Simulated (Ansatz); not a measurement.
# Setting up C3HOP (SMILES C#CP=C=O) in Ansatz

C3HOP has 6 atoms, charge 0, and is taken as a singlet. SMILES: `C#CP=C=O`. Geometry: relaxed at GFN2-xTB.

```xyz
6

C     1.4319    0.8010    0.3473
C     0.2985    0.4347    0.5152
P    -1.3637   -0.0023    0.9216
C    -1.3851   -0.8652   -0.4859
O    -1.4045   -1.4723   -1.4739
H     2.4229    1.1040    0.1756
```

Settings wanted:

```
basis set              : aug-cc-pVTZ
integral approximation : none
active electrons       : 8
active orbitals        : 8
orbitals optimised     : yes
task                   : energy
method                 : CASSCF
reference              : RHF
accuracy               : high
threads                : 16
```

Give an Ansatz 0.2.0 job that does this.

This one ran through:

molecule.yaml:
```yaml
crystal:
  periodic: [false, false, false]
  atoms:
    - {symbol: C, position_ang: [1.431860, 0.801030, 0.347270]}
    - {symbol: C, position_ang: [0.298480, 0.434740, 0.515240]}
    - {symbol: P, position_ang: [-1.363710, -0.002260, 0.921630]}
    - {symbol: C, position_ang: [-1.385090, -0.865230, -0.485860]}
    - {symbol: O, position_ang: [-1.404480, -1.472270, -1.473890]}
    - {symbol: H, position_ang: [2.422940, 1.103990, 0.175620]}
basis:
  gaussian:
    orbitals: aug-cc-pVTZ
correlation:
  active_space: {window: {electrons: 8, orbitals: 8}}
accuracy: high
```

```bash
$ ansatz run molecule.yaml --threads 16 --pin off --max-ram 55680MiB --events-out events.jsonl --progress --plain --runs-dir runs
```

Calculated total energy: -529.92151 Eh.
